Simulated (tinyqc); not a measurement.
Inside a calculation. Method: Hueckel theory of the pi electrons with the omega technique, for the molecule N=CCl (SMILES; centres numbered as the heavy atoms are written). Computed by tinyqc, a small Python program that keeps every step. Settings: charge = 0, omega = 1.0, damping = 0.3. Command: `OMP_NUM_THREADS=1 python tinyqc.py 23490 23491 out.jsonl` (the two numbers bound the seeds that draw the settings). One thread of a shared host (Intel(R) Xeon(R) Processor @ 2.60GHz), about 0.01 s of CPU time with the checks.

## The Hueckel matrix

Centres:

| centre | z_r, pi electrons of the neutral centre | h |
|---|---|---|
| 1N | 1 | 0.500000 |
| 2C | 1 | 0.000000 |
| 3Cl | 2 | 2.000000 |

Bonds:

| i | j | k |
|---|---|---|
| 1 | 2 | 1.000000 |
| 2 | 3 | 0.400000 |

H_rr = alpha + h_r beta, H_rs = k_rs beta for bonded centres.

Hueckel matrix in units of beta (H = alpha + beta A):
```
           1N        2C       3Cl
1N   0.500000  1.000000  0.000000
2C   1.000000  0.000000  0.400000
3Cl  0.000000  0.400000  2.000000
```

## Orbitals, round 1

pi electrons, sum of z_r less the charge = 4

Diagonalise; E = alpha + x beta with beta < 0, so the largest x are filled first; degenerate levels share their electrons. P = sum n_i c_ri c_si; each orbital has its largest coefficient positive (the first on a tie).

x values: 2.107694  1.208742  -0.816436

occupations: 2.000000  2.000000  0.000000

coefficients:
```
          MO1        MO2        MO3
1N   0.159635   0.783096  -0.601063
2C   0.256644   0.555013   0.791261
3Cl  0.953232  -0.280572  -0.112378
```

charge and bond-order matrix P:
```
            1N        2C        3Cl
1N    1.277446  0.951196  -0.135092
2C    0.951196  0.747811   0.177840
3Cl  -0.135092  0.177840   1.974743
```

## Omega technique, round 1

h_r = h_r(0) + omega q_r, omega = 1, with q_r = z_r - P_rr; 0.3 of the old diagonal is kept.

matrix after round 1:
```
           1N        2C       3Cl
1N   0.305788  1.000000  0.000000
2C   1.000000  0.176532  0.400000
3Cl  0.000000  0.400000  2.017680
```

## Orbitals, round 2

As before.

x values: 2.131390  1.160252  -0.791642

occupations: 2.000000  2.000000  0.000000

coefficients:
```
          MO1        MO2        MO3
1N   0.148128   0.727585  -0.669835
2C   0.270423   0.621695   0.735096
3Cl  0.951278  -0.290028  -0.104665
```

charge and bond-order matrix P:
```
            1N        2C        3Cl
1N    1.102643  0.984786  -0.140217
2C    0.984786  0.919267   0.153878
3Cl  -0.140217  0.153878   1.978090
```

## Omega technique, round 2

As before.

matrix after round 2:
```
           1N        2C       3Cl
1N   0.369886  1.000000  0.000000
2C   1.000000  0.109473  0.400000
3Cl  0.000000  0.400000  2.020641
```

## Convergence

Each round sets h_r = h_r(0) + omega (z_r - P_rr), keeping the share named as damping of the old diagonal; repeat until output and input diagonals agree to 1e-6.

Rounds:

| round | sum n x | largest \|h(out) - h(in)\| |
|---|---|---|
| 1 | 6.632872 | 2.77e-01 |
| 2 | 6.583283 | 9.58e-02 |
| 3 | 6.602327 | 3.62e-02 |
| 4 | 6.596890 | 1.30e-02 |
| 5 | 6.599515 | 4.90e-03 |
| 6 | 6.598738 | 1.78e-03 |
| 7 | 6.599084 | 6.69e-04 |
| 8 | 6.598973 | 2.44e-04 |
| 9 | 6.599019 | 9.15e-05 |
| 10 | 6.599003 | 3.36e-05 |
| 11 | 6.599009 | 1.25e-05 |
| 12 | 6.599007 | 4.62e-06 |
| 13 | 6.599008 | 1.72e-06 |
| 14 | 6.599008 | 6.34e-07 |

Converged in 14 rounds.

## Energy, charges, bond orders

final x values: 2.133291  1.166213  -0.799504

occupations: 2.000000  2.000000  0.000000

final P:
```
            1N        2C        3Cl
1N    1.149014  0.979050  -0.138767
2C    0.979050  0.873614   0.159650
3Cl  -0.138767  0.159650   1.977372
```

E = sum n x; q_r = z_r - P_rr; bond order p = P_rs; free valence = sqrt(3) - sum of p over the bonds of the atom.

pi energy = 4 alpha + this times beta = 6.599008

pi charges: 1N -0.149014, 2C 0.126386, 3Cl 0.022628

Bond orders and lengths from R = 1.517 - 0.180 p (angstrom, C-C alone):

| bond | p | R |
|---|---|---|
| 1-2 | 0.979050 | - |
| 2-3 | 0.159650 | - |

free valence of the carbons: 2C 0.593351

gap between the highest filled and the next level = 1.965717 |beta|
